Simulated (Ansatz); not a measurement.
C3H4FN can be A, `NC1(F)C=C1`, or B, `FC1C=NC1`.

Program: Ansatz. Geometries: PBE0-D4/def2-TZVP. ΔE: electronic, gas phase. CCSD(T)/CBS adds triple-zeta CCSD(T) − MP2 to the extrapolated MP2 energy (def2 sets, frozen cores). DFT in def2-TZVPP. B3LYP here is the variant with VWN-RPA as its local correlation; programs differ in this. One conformer a species, not always the lowest.

A:

```xyz
9

N     0.9293   -0.8562   -0.5950
C     0.1671    0.2182   -0.0924
F     0.7638    1.4555   -0.4042
C    -0.6131    0.1776    1.1375
C    -1.2852    0.2213    0.0250
H     1.8633   -0.8434   -0.2030
H     1.0178   -0.7887   -1.6019
H    -0.6073    0.1549    2.2148
H    -2.2358    0.2608   -0.4808
```

B:

Z-matrix (Å, degrees):
```
C
C 1 1.499
F 1 1.371 2 118.3
C 1 1.541 2 81.7 3 -116.8
H 1 1.094 2 114.6 3 129.6
N 2 1.280 1 98.2 3 122.4
H 2 1.088 1 134.6 3 -61.7
H 4 1.092 1 118.0 2 -121.1
H 4 1.091 1 113.3 2 108.2
```

**Question.** Which is lower in electronic energy at CCSD(T)/CBS, and by how much? (An estimate is asked.)

**Answer.** The calculation gave: B, by 57.4 kJ/mol.

**Question.** Give E(B) − E(A) in kJ/mol with B3LYP, CCSD(T)/def2-SVP, B2PLYP, ωB97M-V, B3LYP-D4, HF/def2-TZVPP, r2SCAN-D4. (Best estimate.)

**Answer.** Ansatz gave: B3LYP -52.5, CCSD(T)/def2-SVP -63.2, B2PLYP -55.2, ωB97M-V -52.5, B3LYP-D4 -52.5, HF/def2-TZVPP -65.2, r2SCAN-D4 -45.9. None reverses the order clearly.

**Question.** Does the order hold for the free energy at 298.15 K (harmonic terms from PBE0-D4)? (Estimate.)

**Answer.** Ansatz gave: Yes: G(B) − G(A) = -51.4 kJ/mol, for one conformer each.

Largest T1 diagnostic: 0.012.

Leaving LDA and LC-ωPBE aside and taking each functional with its dispersion term where it has one, the values, not all of them listed here, spread over 10.7 kJ/mol, from ωB97X-V to r2SCANh-D4. LDA lies +10.3 kJ/mol from PBE without D4. At CCSD(T), def2-SVP lies −5.8 kJ/mol from the extrapolated value and def2-TZVPP −7.8 kJ/mol.
